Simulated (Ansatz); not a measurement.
Geometry optimisation, Ansatz 0.2.0, RKS LDA/def2-SVP.

Input file:

```yaml
crystal:
  periodic: [false, false, false]
  atoms:
    - { symbol: Si, position_ang: [0.0, 0.0, 0.0] }
    - { symbol: H, position_ang: [0.6625, 0.0, 1.522] }
    - { symbol: Cl, position_ang: [2.2646, 0.0, 0.5484] }
    - { symbol: "N", position_ang: [-0.8572, 1.4851, -0.6061] }
    - { symbol: H, position_ang: [-1.8773, 1.43, -0.8888] }
    - { symbol: H, position_ang: [-0.3367, 2.4058, -0.6766] }
    - { symbol: H, position_ang: [-0.6877, -1.1914, -0.4862] }
basis:
  gaussian: { orbitals: def2-SVP }
hamiltonian:
  xc: lda
relax:
  f_tol: 0.15
  max_steps: 25
  restrain:
    - { distance: [1, 2], at: 1.37, k: 30.0 }
    - { distance: [0, 1], at: 2.66, k: 30.0 }
    - { distance: [0, 2], at: 3.33, k: 30.0 }
```

Run as:

```bash
$ ansatz run input.yaml --threads 1 --pin off --max-ram 2048MiB --backend cpu --events-out ev --progress --plain --runs-dir out
```

Problem. Where does it end, and by what steps?

Solution. It converged. The restraints hold the end off the free minimum; the threshold counts their pulls, which the force column leaves out. Restrained pairs: H2–Cl3 (1.87 → 1.34 Å), Si1–H2 (1.66 → 2.65 Å), Si1–Cl3 (2.33 → 3.33 Å). After 14 steps the energy has fallen by 0.381 eV (the restraints' own energy left out); H5 moved furthest, 0.99 Å.

| step | energy less start (eV) | largest force component (eV/Å) | accepted |
| --- | --- | --- | --- |
| 0 | 0.0000 | 3.509 | yes |
| 1 | 1.2964 | 6.021 | yes |
| 2 | 2.5972 | 6.913 | yes |
| 3 | 2.8092 | 6.580 | yes |
| 4 | 1.7091 | 4.918 | yes |
| 5 | 0.5732 | 1.744 | yes |
| 6 | 0.1135 | 0.864 | yes |
| 7 | -0.1169 | 1.186 | yes |
| 8 | -0.2163 | 0.920 | yes |
| 9 | -0.2675 | 1.314 | yes |
| 10 | -0.3357 | 0.649 | yes |
| 11 | -0.3625 | 0.707 | yes |
| 12 | -0.3647 | 0.703 | yes |
| 13 | -0.3750 | 0.678 | yes |
| 14 | -0.3811 | 0.633 | yes |

```xyz
7
Properties=species:S:1:pos:R:3
Si -0.699 0.160 0.397
H 1.622 -0.038 1.664
Cl 2.588 -0.243 0.751
N -1.082 1.440 -0.681
H -1.286 1.344 -1.681
H -1.081 2.421 -0.381
H -0.894 -0.954 -0.656
```

Time of the run: 30 s on 1 thread of Arm Neoverse N1 (shared host), peak memory 0.14 GiB.
